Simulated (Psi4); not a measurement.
# OF (SMILES [O]F) at UHF/def2-TZVP (sweep point 3)

What is the vertical doublet–quartet gap of OF at UHF/def2-TZVP (sweep point 3)? 

The calculation is run with Psi4 1.11.

**1. The system as given**

OF: 2 atoms, total charge 0, spin state doublet. As SMILES, `[O]F`. The shape is that of a GFN2-xTB optimisation.

Bond lengths: O1–F2 1.298 Å.

**2. The energy at UHF/def2-TZVP (sweep point 3)**

Contents of fo.dat:

```
memory 1.6 GB

molecule system {
  0 2
  O      0.000000     0.000000     0.000000
  F      0.000000     0.000000     1.298450
  symmetry c1
}

set basis def2-TZVP
set reference uhf
set puream true
set scf_type pk
set maxiter 150

e_tot, wfn = energy("scf", return_wfn=True)
print_variables()
```

On the command line:

```bash
$ psi4 fo.dat fo.out -n 1
```

fo.out:

```text
[...]
  Running in c1 symmetry.
[...]
  Nuclear repulsion =   29.343262480834841
[...]
  Multiplicity = 2
[...]
  Nalpha       = 9
  Nbeta        = 8
[...]
    Number of basis functions: 62
[...]
   @UHF iter   1:  -174.14736794047937   -6.34308e-01   5.17401e-03 DIIS/ADIIS
[...]
   @UHF iter  12:  -174.20348810570516   -6.48612e-09   3.03300e-07 DIIS
[...]
   @S^2 Observed:                7.604542288E-01
[...]
    Orbital Energies [Eh]
    ---------------------
    Alpha Occupied:
       1A    -26.392909     2A    -20.753080     3A     -1.762080
       4A     -1.313556     5A     -0.845696     6A     -0.800103
       7A     -0.757824     8A     -0.631895     9A     -0.565985
    Alpha Virtual:
      10A      0.236146    11A      0.489154    12A      0.526844
      13A      0.556713    14A      0.567454    15A      0.697639
      16A      0.737111    17A      0.745974    18A      1.086248
      19A      1.592015    20A      1.592229    21A      1.598106
      22A      1.635214    23A      2.150663    24A      2.257566
      25A      2.258046    26A      2.587949    27A      2.628230
[...]
  @UHF Final Energy:  -174.20348810570516
   => Energetics <=
    Nuclear Repulsion Energy =             29.3432624808348415
    One-Electron Energy =                -300.4932463197198445
    Two-Electron Energy =                  96.9464957331798587
    Total Energy =                       -174.2034881057051621
  UHF NO Occupations:
  HONO-2 :    7  A 1.9988801
  HONO-1 :    8  A 1.9973390
[...]
 Multipole Moments:
 ------------------------------------------------------------------------------------
     Multipole            Electronic (a.u.)      Nuclear  (a.u.)        Total (a.u.)
 ------------------------------------------------------------------------------------
 L = 1.  Multiply by 2.5417464519 to convert [e a0] to [Debye]
 Dipole X            :         -0.0000000            0.0000000           -0.0000000
 Dipole Y            :          0.0000000            0.0000000            0.0000000
 Dipole Z            :          0.4617794           -0.5632697           -0.1014904
 Magnitude           :                                                    0.1014904
[...]
```

Wall time 2.5 s (1 thread of Intel Xeon Platinum 8259CL at 2.50GHz (Skylake/Cascade Lake), shared host); peak memory 0.22 GiB.

**3. The quartet at the same level**

Contents of calc.dat:

```
memory 1600 MB

molecule mol {
  0 4
  O      0.000000     0.000000     0.000000
  F      0.000000     0.000000     1.298450
  symmetry c1
}

set globals {
  basis def2-TZVP
  reference uhf
  puream true
  scf_type pk
  maxiter 150
}

energy("scf")
```

On the command line:

```bash
$ psi4 calc.dat calc.out -n 1
```

calc.out:

```text
[...]
  Running in c1 symmetry.
[...]
  Nuclear repulsion =   29.343262480834841
[...]
  Multiplicity = 4
[...]
  Nalpha       = 10
  Nbeta        = 7
[...]
    Number of basis functions: 62
[...]
   @UHF iter   1:  -173.98096354647126   -4.67903e-01   4.78957e-03 DIIS/ADIIS
[...]
   @UHF iter  10:  -174.04719473672137   -3.47548e-08   8.99463e-07 DIIS
[...]
   @S^2 Observed:                3.778545340E+00
[...]
    Orbital Energies [Eh]
    ---------------------
    Alpha Occupied:
       1A    -26.322587     2A    -20.789635     3A     -1.813161
       4A     -1.414623     5A     -0.912712     6A     -0.861280
       7A     -0.861280     8A     -0.643020     9A     -0.643020
      10A     -0.373917
    Alpha Virtual:
      11A      0.463818    12A      0.492293    13A      0.509709
      14A      0.509709    15A      0.699528    16A      0.751453
      17A      0.751453    18A      1.083587    19A      1.533764
      20A      1.533764    21A      1.599757    22A      1.599757
      23A      2.088822    24A      2.276723    25A      2.276723
[...]
  @UHF Final Energy:  -174.04719473672137
   => Energetics <=
    Nuclear Repulsion Energy =             29.3432624808348415
    One-Electron Energy =                -300.6619314665176717
    Two-Electron Energy =                  97.2714742489614679
    Total Energy =                       -174.0471947367213943
  UHF NO Occupations:
  HONO-2 :    8  A 1.0000000
  HONO-1 :    9  A 1.0000000
[...]
 Multipole Moments:
 ------------------------------------------------------------------------------------
     Multipole            Electronic (a.u.)      Nuclear  (a.u.)        Total (a.u.)
 ------------------------------------------------------------------------------------
 L = 1.  Multiply by 2.5417464519 to convert [e a0] to [Debye]
 Dipole X            :         -0.0000000            0.0000000           -0.0000000
 Dipole Y            :         -0.0000000            0.0000000           -0.0000000
 Dipole Z            :          0.0714674           -0.5632697           -0.4918023
 Magnitude           :                                                    0.4918023
[...]
```

Wall time 2.5 s (1 thread of Intel Xeon Platinum 8259CL at 2.50GHz (Skylake/Cascade Lake), shared host); peak memory 0.22 GiB.

**4. Results**

Level: UHF/def2-TZVP (sweep point 3).

| quantity | value |
| --- | --- |
| doublet: total energy | -174.20349 Eh |
| doublet: dipole moment | 0.26 D |
| doublet: HOMO energy (highest over α and β) | -14.40 eV |
| doublet: LUMO energy (lowest over α and β) | 2.22 eV |
| doublet: ⟨S²⟩ | 0.760 |
| quartet: total energy | -174.04719 Eh |
| quartet: dipole moment | 1.25 D |
| quartet: HOMO energy (highest over α and β) | -10.17 eV |
| quartet: LUMO energy (lowest over α and β) | 2.33 eV |
| quartet: ⟨S²⟩ | 3.779 |
| vertical energy of the quartet above the doublet | 4.253 eV |

At this shape the quartet lies 4.25 eV (98 kcal/mol) above the doublet.
